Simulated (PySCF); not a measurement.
All of these have the formula C4H10P2. Computed, not measured: PySCF 2.14.0, density-fitted response routines, TDDFT B3LYP/def2-SVPD, vertical, gas phase, core orbitals frozen in the response. Geometries: GFN2-xTB; one conformer of each isolated species. Triplets are in the Tamm–Dancoff approximation.

A. `C[C@@H]1[C@H](C)P1P`
B. `C/C=P\P(C)C`
C. `C/C=P/CCP`

Lowest singlet levels (six at most, fewer where fewer were computed) with oscillator strengths:

1. 4.07 eV (f 0.124); 4.93 eV (f 0.189); 5.54 eV (f 0.028); 5.65 eV (f 0.000); 5.71 eV (f 0.023); 6.18 eV (f 0.029); T1 2.67 eV
2. 5.61 eV (f 0.100); 5.63 eV (f 0.039); 5.92 eV (f 0.001); 6.06 eV (f 0.025); 6.21 eV (f 0.002); 6.54 eV (f 0.064); T1 4.61 eV
3. 3.42 eV (f 0.011); 4.86 eV (f 0.067); 5.43 eV (f 0.203); 5.49 eV (f 0.053); 5.80 eV (f 0.030); 5.93 eV (f 0.008); T1 2.72 eV

**Question.** Match each spectrum to its molecule.

**Answer.** 1 = C, 2 = A, 3 = B.
- A: S1 at 5.61 eV, HOMO→LUMO (80%), HOMO→LUMO+1 (13%); Löwdin shares by element: HOMO phosphorus 74%, carbon 15% or more; LUMO phosphorus 54%, carbon 12% or more (atoms not listed hold the other 34%); HOMO -6.41 and LUMO -0.11 eV.
- B: S1 at 3.42 eV, HOMO→LUMO (96%); Löwdin shares by element: HOMO phosphorus 71%, carbon 13% or more (atoms not listed hold the other 16%); LUMO phosphorus 46%, carbon 39% or more (atoms not listed hold the other 15%); HOMO -6.04 and LUMO -1.67 eV.
- C: S1 at 4.07 eV, HOMO→LUMO (74%), HOMO-1→LUMO (24%); Löwdin shares by element: HOMO phosphorus 53%, carbon 22% or more, hydrogen 5% or more (atoms not listed hold the other 21%); LUMO phosphorus 46%, carbon 34% or more (atoms not listed hold the other 20%); HOMO -6.12 and LUMO -1.50 eV.
